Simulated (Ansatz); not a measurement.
Input file:

```yaml
crystal:
  periodic: [false, false, false]
  atoms:
    - {symbol: Ge, position_ang: [0.000000, 0.000000, 2.161900]}
    - {symbol: Ge, position_ang: [0.000000, 0.000000, -0.198500]}
    - {symbol: N, position_ang: [0.000000, 0.000000, -1.963400]}
basis:
  gaussian: {orbitals: STO-3G}
magnetization: {spin_polarized: true, initial_magnetization: 5}
correlation: {method: ccsd, electrons: valence}
```

```sh
$ ansatz run in.yaml --threads 1 --pin off --events-out ev --progress --plain --max-ram 2393MiB
```

The program prints:

```
415 factors; integrals over basis functions are off by at most 3.9e-5 eV
mean field evaluation 1: about -113115.3681 eV, gradient 7.1e0 eV
mean field evaluation 2: about -113115.4042 eV, gradient 7.1e0 eV
mean field evaluation 4: about -113116.2081 eV, gradient 1.3e0 eV
mean field evaluation 8: about -113116.3009 eV, gradient 2.9e-2 eV
mean field evaluation 16: about -113118.1017 eV, gradient 3.9e0 eV
mean field evaluation 32: about -113116.3007 eV, gradient 3.9e-2 eV
mean field evaluation 64: about -113116.2778 eV, gradient 1.7e-1 eV
mean field evaluation 96: about -113115.9836 eV, gradient 6.9e0 eV
mean field evaluation 128: about -113116.9509 eV, gradient 1.8e0 eV
mean field evaluation 160: about -113116.2543 eV, gradient 1.8e0 eV
mean field evaluation 192: about -113117.5260 eV, gradient 1.5e-3 eV
mean field evaluation 224: about -113116.4449 eV, gradient 2.6e-2 eV
mean field evaluation 256: about -113116.4449 eV, gradient 2.7e-2 eV
mean field evaluation 288: about -113114.9918 eV, gradient 8.3e-1 eV
mean field evaluation 320: about -113118.4259 eV, gradient 5.2e-4 eV
mean field evaluation 352: about -113116.6775 eV, gradient 7.1e-1 eV
mean field evaluation 384: about -113116.4879 eV, gradient 2.1e0 eV
mean field evaluation 416: about -113116.7553 eV, gradient 1.2e0 eV
mean field evaluation 448: about -113116.9857 eV, gradient 1.6e0 eV
mean field evaluation 480: about -113116.8241 eV, gradient 6.9e-1 eV
mean field evaluation 512: about -113116.2680 eV, gradient 2.4e-3 eV
mean field -113118.42588102 eV, -4157.0254767047 hartree, gradient 6.6e-6 eV, S^2 8.817892; 15 other end points of the search recorded, 0 dependent functions left out
determinant -113118.42588102 eV, -4157.0254767047 hartree, with singles and doubles -113120.22806670 eV, -4157.0917058066 hartree
determinant -113117.52603786 eV, -4156.9924080784 hartree, with singles and doubles -113120.30576140 eV, -4157.0945610344 hartree
determinant -113116.44385634 eV, -4156.9526386411 hartree, with singles and doubles -113119.09106264 eV, -4157.0499216780 hartree
determinant -113116.33478573 eV, -4156.9486303702 hartree, with singles and doubles -113118.63183913 eV, -4157.0330455254 hartree
determinant -113116.30055065 eV, -4156.9473722540 hartree, with singles and doubles -113118.64574665 eV, -4157.0335566176 hartree
determinant -113115.98721345 eV, -4156.9358573242 hartree, with singles and doubles -113118.68087902 eV, -4157.0348477081 hartree
determinant -113115.76169287 eV, -4156.9275695961 hartree, with singles and doubles -113120.01212631 eV, -4157.0837701437 hartree
determinant -113114.96703122 eV, -4156.8983663188 hartree, with singles and doubles -113117.12188285 eV, -4156.9775556556 hartree
determinant -113118.42588102 eV, -4157.0254767047 hartree, with singles and doubles -113120.23625314 eV, -4157.0920066530 hartree
determinant -113117.52603786 eV, -4156.9924080784 hartree, with singles and doubles -113120.65549268 eV, -4157.1074134216 hartree
determinant -113115.76169287 eV, -4156.9275695961 hartree, with singles and doubles -113120.61468603 eV, -4157.1059138052 hartree
19 core orbitals not correlated: weight in the atoms' cores, before any rotation towards them, 1.000 or more for the frozen orbitals, at most 0.000 for the correlated occupied ones
reference -113117.52603795 eV, -4156.9924080817 hartree; 19, 14 occupied and 3, 8 virtual orbitals, 415 factors
second order -1.29319680 eV of doubles, -0.00000000 eV of singles
cycle   1  -3.12945367 eV  change    1.1e-6 eV  update   7.2e-6
WARN: the results are in doubt because among natural orbitals full CI differs from the method by -0.250 eV
Total energy: -113120.65549162 eV, -4157.1074133829 hartree
In doubt: among natural orbitals full CI differs from the method by -0.250 eV
```

Ran on 1 thread of Arm Neoverse V2, shared host: 14 s wall, 0.3 GiB peak host memory.
